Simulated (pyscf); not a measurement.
**Four-centre exchange: `[BH3]` + `[CH4]` → `[BH2][CH3]` + `[H][H]`**

Gas phase, singlet surface, charge 0. Bonds broken: B1–H4, C5–H6. Bonds formed: B1–C5, H4–H6. Single points on ωB97X-D3(BJ)/def2-SVP structures (PySCF, gas phase).

Transition state (Å):

```xyz
9

B     -1.0574    -0.4177     0.0140
H     -0.9925    -0.2824     1.2105
H     -1.0075    -1.4794    -0.5555
H     -2.1880     0.0961    -0.3245
C      0.1689     0.6333    -0.7091
H     -1.2729     0.6137    -0.6830
H      1.0381     0.0772    -0.3365
H      0.2269     0.6482    -1.8077
H      0.2377     1.6606    -0.3212
```

One imaginary mode, 1117i cm⁻¹; descent along it reached the two sides named.

```tsv
bond	change	reactant side (Å)	saddle	product side
B1–H4	breaks	1.208	1.287	2.555
C5–H6	breaks	1.102	1.442	3.0
B1–C5	forms	3.0	1.770	1.566
H4–H6	forms	2.370	1.111	0.761
```

Electronic energies relative to the separated reactants (kJ/mol):

```json
[
 {"level": "ωB97X-D3(BJ)/def2-TZVP", "barrier": "77.2", "reaction energy": "+14.7", "reverse barrier": "62.6"},
 {"level": "PBE/def2-TZVP", "barrier": "36.2", "reaction energy": "+8.5", "reverse barrier": "27.7"},
 {"level": "r²SCAN/def2-TZVP", "barrier": "50.4", "reaction energy": "+9.4", "reverse barrier": "40.9"},
 {"level": "B3LYP-D3(BJ)/def2-TZVP", "barrier": "79.2", "reaction energy": "+15.5", "reverse barrier": "63.7"},
 {"level": "PBE0-D3(BJ)/def2-TZVP", "barrier": "47.8", "reaction energy": "+11.3", "reverse barrier": "36.5"},
 {"level": "M06-2X/def2-TZVP", "barrier": "77.2", "reaction energy": "+12.6", "reverse barrier": "64.6"},
 {"level": "ωB97M-D3(BJ)/def2-TZVP", "barrier": "73.4", "reaction energy": "+14.4", "reverse barrier": "59.1"},
 {"level": "HF/def2-TZVP", "barrier": "180.4", "reaction energy": "+36.9", "reverse barrier": "143.5"}
]
```

With ωB97M-D3(BJ)/def2-TZVP energies and thermal terms (ideal gas, 1 atm, RRHO with modes under 100 cm⁻¹ raised to 100, one conformer, R ln 2 for chiral ones without a mode under 150 cm⁻¹), in kJ/mol:

```csv
T (K),ΔH‡,ΔG‡,ΔH,ΔG
298,76.1,112.9,+2.1,+1.2
600,75.2,150.8,+7.0,-1.7
900,77.0,188.3,+11.4,-7.0
1200,79.6,225.0,+14.8,-13.7
```

At the saddle there is also a short B–H contact that neither side keeps. One saddle was located; it need not be the lowest between these sides.
